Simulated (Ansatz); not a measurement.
Correlation energies of C$_{2}$H$_{6}$FNO$_{2}$, SMILES `CNC(O)(O)F` by basis set

```xyz
12

C     0.629    0.864    1.190
N     0.144    0.731   -0.171
C    -0.434   -0.510   -0.498
O     0.485   -1.539   -0.484
O    -1.062   -0.354   -1.709
F    -1.379   -0.928    0.425
H     1.155    1.815    1.282
H     1.340    0.065    1.400
H    -0.164    0.822    1.944
H    -0.486    1.475   -0.437
H     1.231   -1.238   -1.013
H    -1.460   -1.202   -1.932
```

Charge 0, multiplicity 1. All single points use the PBE0-D4/def2-TZVP geometry. It is one conformer, not always the lowest. Frozen core, restricted reference, Ansatz 0.2.0. CBS rows extrapolate triple and quadruple zeta; past MP2 they add the triple-zeta difference.

```tsv
basis	HF (Eh)	MP2 corr.
def2-SVP	-382.56357	-0.99889
def2-TZVPP	-383.02314	-1.27575
def2-QZVPP	-383.04035	-1.37646
```

Task: Estimate the CCSD correlation energy and the (T) correction in each basis where they were run (hartree).

Result: 
```csv
basis,CCSD corr.,(T)
def2-SVP,-1.03898,-0.02522
def2-TZVPP,-1.30056,-0.04754
CBS(def2),-1.47588,as TZ
```
